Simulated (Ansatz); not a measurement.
Corundum (α-Al2O3), treated with r²SCAN (Ansatz, a first-principles code, PAW).

Numerical settings: plane-wave cutoff 600 eV, 6×6×6 k mesh, scalar-relativistic PAW data made under PBE.

Computed at the level's own relaxed cell.

Hill averages of the elastic tensor: K = 256.3 GPa, G = 165.0 GPa. Volume 8.494 Å³/atom, mean atomic mass 20.392 u.

Work out the density, the sound velocities of a polycrystal and the elastic Debye temperature at this level.

ρ = 1.66054 × 20.392/8.494 = 3.987 g/cm³. v_l = √[(K + 4G/3)/ρ] = 10.930 km/s and v_t = √(G/ρ) = 6.433 km/s. The mean follows from 3/v_m³ = 1/v_l³ + 2/v_t³: v_m = 7.129 km/s. Θ_D = (ħ/k_B) v_m (6π²/V)^(1/3) = 76.38 K Å s/km × 7.129 × 1.9103 Å⁻¹ = 1040 K, counting all atoms of the cell.
